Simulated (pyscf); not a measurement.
Thermochemistry of product channels of `[CH3][In][CH3]` [doublet] on the doublet surface, in eV, from ωB97M-D3(BJ)/def2-TZVP energies (ideal gas, 1 atm, RRHO with modes under 100 cm⁻¹ raised to 100, one conformer, R ln 2 for chiral ones without a mode under 150 cm⁻¹). PySCF, gas phase, ωB97X-D3(BJ)/def2-SVP geometries.

| products | ΔE | ΔH(298 K) | ΔG(298 K) | ΔG(600 K) |
|---|---|---|---|---|
| `[CH2][InH][CH3]` [doublet] | +1.38 | +1.22 | +1.21 | +1.18 |
| `[CH3]` [doublet] + `[CH3][In]` [singlet] | +1.22 | +1.08 | +0.69 | +0.31 |

The channel to CH₃• + H₃C–In [singlet] turns favourable between 298 and 1200 K (ΔG from +0.69 eV to -0.42 eV).

These are energies of the channels, which say nothing of barriers. Elements past Kr carry the def2 core potentials, without spin-orbit coupling.
